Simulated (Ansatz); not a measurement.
Wavefunction ladder for C$_{2}$H$_{5}$FO$_{2}$ (`CC(O)(O)F`)

Cartesian coordinates in Å:
```
C 0.0571 0.1269 -1.1183
C 0.1322 -0.0412 0.3764
O 0.6114 1.0936 0.9490
O -1.0708 -0.3572 0.9821
F 1.0037 -1.1003 0.6410
H -0.2712 -0.8046 -1.5804
H -0.6501 0.9205 -1.3556
H 1.0408 0.3878 -1.5071
H 0.4722 1.0194 1.9006
H -1.3253 -1.2448 0.7122
```

Total charge 0; spin multiplicity 1. Geometry: relaxed with PBE0-D4/def2-TZVP. It is one conformer, not always the lowest. Frozen core, restricted reference, Ansatz. CBS rows extrapolate triple and quadruple zeta; past MP2 they add the triple-zeta difference.

```tsv
basis	HF (Eh)	MP2 corr.
def2-TZVPP	-327.97493	-1.06869
def2-QZVPP	-327.98975	-1.15476
```

(1) Estimate the CCSD correlation energy and the (T) correction in each basis where they were run (hartree).

Results:

(1) 
| basis | CCSD corr. | (T) |
| --- | --- | --- |
| def2-TZVPP | -1.09015 | -0.03859 |
| CBS(def2) | -1.23999 | as TZ |
